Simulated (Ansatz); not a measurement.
Worked example: correlation energy of Al$_{3}$H⁺, doublet

Geometry: that of the Al3H, singlet, kept fixed.

```xyz
4

Al    0.0000    0.0000    1.4605
Al    0.0000    1.1975   -0.7874
Al    0.0000   -1.1975   -0.7874
H     0.0000    0.0000    3.0592
```

Basis cc-pVDZ; Ansatz 0.2.0. Correlated methods freeze the noble-gas cores, which leaves 9 electrons in 44 orbitals. R marks a restricted (for open shells ROHF) determinant, U an unrestricted one.

Full CI isn't at hand for all of this; UCCSDT(Q) serves as the reference, and is uncertain by about the last step of the cluster series.

Unrestricted rows (U) aren't spin-pure: their determinants' ⟨S²⟩ exceeds S(S+1) by up to 0.45, so they mix in states of higher spin.

The cluster runs stand on a determinant 0.10 eV above the lowest UHF solution, chosen by trial CCSD; the correlation energy below is counted from it.

Runs differ by some tens of microhartree through their thresholds and, for an open shell, their frozen cores, so steps under 0.03 kcal/mol mean nothing.

```json
{"level": "UHF determinant under the cluster runs", "total energy (hartree)": "-726.041200"}
{"level": "UMP2", "total energy (hartree)": "-726.177965"}
{"level": "UCCSD", "total energy (hartree)": "-726.224662"}
{"level": "UCCSD(T)", "total energy (hartree)": "-726.236577"}
{"level": "UCCSDT", "total energy (hartree)": "-726.238707"}
{"level": "UCCSDT(Q)", "total energy (hartree)": "-726.240027"}
```

Q: What is the correlation energy at UCCSDT(Q), and what share of it do UMP2 and UCCSDT recover?

A: E(corr) = -726.240027 − (-726.041200) = -0.198827 hartree = -5.410 eV. UMP2: -0.136765 / -0.198827 = 68.79 %. UCCSDT: -0.197507 / -0.198827 = 99.34 %.

Q: By how many kcal/mol does UCCSD(T) miss UCCSDT(Q) (1 hartree = 627.509 kcal/mol), and which steps make up the rest?

A: -726.236577 − (-726.240027) = 0.003450 hartree = 2.16 kcal/mol. Steps: UCCSDT − UCCSD(T) = -1.34, UCCSDT(Q) − UCCSDT = -0.83 kcal/mol. Differences between like states or geometries often cancel part of this.
